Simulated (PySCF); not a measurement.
Vertical excitation energies

2-chloroacrylic acid, C3H3ClO2.
Cartesian coordinates in Å at the GFN2-xTB level; atoms count from 1:
```
atom  x, y, z in Å
C1    -1.3280   -0.0475   -0.6062
C2    -0.4079    0.5941    0.1041
Cl3   -0.6634    2.1669    0.7505
C4     0.9362    0.0356    0.4232
O5     1.7792    0.5997    1.0641
O6     1.1112   -1.1882   -0.0918
H7    -1.1228   -1.0308   -0.9910
H8    -2.2875    0.3909   -0.8153
H9     1.9964   -1.5147    0.1374
```

Theory: TDDFT PBE0/def2-SVPD, vertical, gas phase, core orbitals frozen in the response in PySCF 2.14.0, density-fitted response routines.

Problem. What does the calculation give for the low-lying excited states?

Solution. 

```tsv
state	E (eV)	λ (nm)	f	|μ| (D)	symmetry	main configurations (H = HOMO, L = LUMO)
S1	4.86	255.1	0.0000	0.04	–	H-1→L (96%)
S2	5.50	225.4	0.143	2.61	A′	H→L (95%)
S3	5.85	212.0	0.0003	0.12	–	H-2→L (98%)
S4	6.94	178.6	0.096	1.91	A′	H-3→L (87%), H-1→L+1 (8%)
S5	7.02	176.7	0.0002	0.10	–	H→L+2 (63%), H→L+1 (29%)
S6	7.36	168.4	0.0001	0.05	–	H→L+1 (65%), H→L+2 (33%)
S7	7.68	161.3	0.104	1.89	A′	H-1→L+1 (65%), H-4→L (28%)
S8	7.79	159.2	0.104	1.87	A′	H-4→L (62%), H-1→L+1 (22%)
```

Triplets, Tamm–Dancoff:

```json
{"state": "T1", "E (eV)": "3.50", "λ (nm)": "354.5", "main configurations (H = HOMO, L = LUMO)": "H→L (91%)"}
{"state": "T2", "E (eV)": "4.43", "λ (nm)": "280.2", "main configurations (H = HOMO, L = LUMO)": "H-1→L (92%)"}
{"state": "T3", "E (eV)": "5.39", "λ (nm)": "229.9", "main configurations (H = HOMO, L = LUMO)": "H-3→L (88%)"}
```

The lowest singlet comes at 255 nm (469 kJ/mol) in the ultraviolet; it is dark (f under 0.0005); its leading configuration is HOMO-1→LUMO (96%). The strongest level in the table is S2 at 5.50 eV (225 nm, f = 0.143). Löwdin shares by element: HOMO carbon 51% or more, chlorine 39%; LUMO carbon 66%, oxygen 16% or more (atoms not listed hold the other 19%). The listed states span 2.93 eV, and the widest gap between neighbours is 1.09 eV (S3 to S4). Orbital energies (eV): HOMO-3 -9.79, HOMO-2 -9.24, HOMO-1 -8.65, HOMO -8.06, LUMO -1.95, LUMO+1 0.23, LUMO+2 0.63. The oscillator strengths of these states sum to 0.447; summed over the whole spectrum of an exact calculation they would give the number of electrons, 54 (Thomas–Reiche–Kuhn). Symmetry labels in Cs follow from the direction of the transition dipole and are given only for states with f of 0.002 or more. Singlets were solved by full linear response, triplets in the Tamm–Dancoff approximation.

One conformer stands for the species.
